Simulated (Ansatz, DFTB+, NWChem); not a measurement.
## C2H6S: which of these isomers lies lowest?

2 of its isomers, all singlets with charge 0: A = ethanethiol `CCS`; B = dimethyl sulfide `CSC`.

Shapes, held fixed at every level: PBE0-D4/def2-TZVP. Flexible molecules stand in one conformer, not always the lowest. Programs: Ansatz 0.2.0, DFTB+ 25.1, NWChem 7.3.0.

Enthalpies at 298 K in kJ/mol, with harmonic thermal terms from PBE0-D4/def2-TZVP. Measured gas-phase heats of formation: A CRC Handbook of Chemistry and Physics; B CRC Handbook of Chemistry and Physics.

(1) From chemical knowledge, estimate the order of stability.

Results:

(1) A < B in rising energy, over a span of 9 kJ/mol, by experiment. DFTB2-D4, HF/STO-3G put B lowest. A flexible isomer may stand in a higher conformer, which biases the errors below by several kJ/mol. Absolute errors: HF/3-21G 0.1; B3LYP/6-31G* (Cartesian functions) 5.7; PBE0/def2-SVP 7.6; HF/def2-SVP 11.2; HF/STO-3G 25.3; DFTB2-D4 35.4 kJ/mol. 

```
                             level            kind  B − A
                          DFTB2-D4  semi-empirical  -26.7
                         HF/STO-3G    Hartree–Fock  -16.6
                          HF/3-21G    Hartree–Fock   +8.6
                       HF/def2-SVP    Hartree–Fock  +19.9
B3LYP/6-31G* (Cartesian functions)   global hybrid   +3.0
                     PBE0/def2-SVP   global hybrid  +16.3
                          measured      experiment   +8.7
```
